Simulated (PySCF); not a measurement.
## How methods differ on the electron affinity of S

S⁻ [Ne] 3s2 3p5 (2P) → S [Ne] 3s2 3p4 (3P), as a difference of total energies. Computed with PySCF 2.14 in def2-TZVPPD, with no relativity, point nucleus. Correlated levels: valence: [Ne] frozen. The calculations carry no spin-orbit coupling.

| method | electron affinity (eV) |
| --- | --- |
| UHF | 0.884 |
| MP2 (valence) | 1.884 |
| SCS-MP2 (valence) | 1.879 |
| CCSD (valence) | 1.816 |
| CCSD(T) (valence) | 1.890 |

Problem. How much does correlation contribute at CCSD(T) (valence)?

Solution. 1.890 − (0.884) = 1.006 eV, measured against UHF.

Errors of the correlated levels include the incompleteness of this basis and the frozen core.

For comparison: 2.077 eV (measured; photodetachment measurements, as compiled on the Wikipedia data page of electron affinities).
